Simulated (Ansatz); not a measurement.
Geometry optimisation, UKS B3LYP-D4/def2-SVP in Ansatz.

Input:

```yaml
crystal:
  periodic: [false, false, false]
  atoms:
    - { symbol: B, position_ang: [0.000949, -0.000175, -0.160894] }
    - { symbol: H, position_ang: [0.000193, -0.00013, 1.036449] }
    - { symbol: H, position_ang: [1.044516, -0.000107, -0.763717] }
    - { symbol: H, position_ang: [-1.041761, -0.00018, -0.765125] }
    - { symbol: C, position_ang: [-0.000453, 6.3e-05, 3.352452] }
    - { symbol: H, position_ang: [-0.590683, -0.917297, 3.358256] }
    - { symbol: H, position_ang: [1.088799, -0.051307, 3.344479] }
    - { symbol: H, position_ang: [-0.50146, 0.969034, 3.3596] }
magnetization:
  spin_polarized: true
  initial_magnetization: 1
basis:
  gaussian: { orbitals: def2-SVP }
hamiltonian:
  xc: b3lyp
  dispersion: d4
relax:
  f_tol: 0.03
  max_steps: 50
```

Command:

```bash
$ ansatz run input.yaml --threads 1 --pin off --max-ram 2048MiB --backend cpu --events-out ev --progress --plain --runs-dir out
```

Q: Where does it end, and by what steps?

A: It converged. The force dipped under the threshold on the way, but the program's further checks kept it going. After 11 steps the energy has fallen by 0.051 eV; H8 moved furthest, 0.36 Å.

```tsv
step	energy less start (eV)	largest force component (eV/Å)	accepted
0	0.0000	0.238	yes
1	0.0054	0.550	no
2	-0.0123	0.144	yes
3	-0.0365	0.079	yes
4	-0.0482	0.110	yes
5	-0.0504	0.065	yes
6	-0.0511	0.005	yes
7	-0.0514	0.020	yes
8	-0.0479	0.119	no
9	-0.0510	0.065	no
10	-0.0514	0.038	yes
11	-0.0515	0.001	yes
```

```xyz
8
Properties=species:S:1:pos:R:3
B 0.002 -0.001 -0.504
H -0.003 0.000 0.700
H 1.048 -0.001 -1.103
H -1.037 -0.001 -1.113
C -0.002 0.001 3.697
H -0.592 -0.917 3.708
H 1.087 -0.051 3.658
H -0.502 0.970 3.718
```

Whether the end is a true minimum wasn't checked by a vibrational analysis.

Time of the run: 29 s on 1 thread of AMD EPYC 7R43 64-Core Processor (Zen 3) (shared host), peak memory 0.14 GiB.
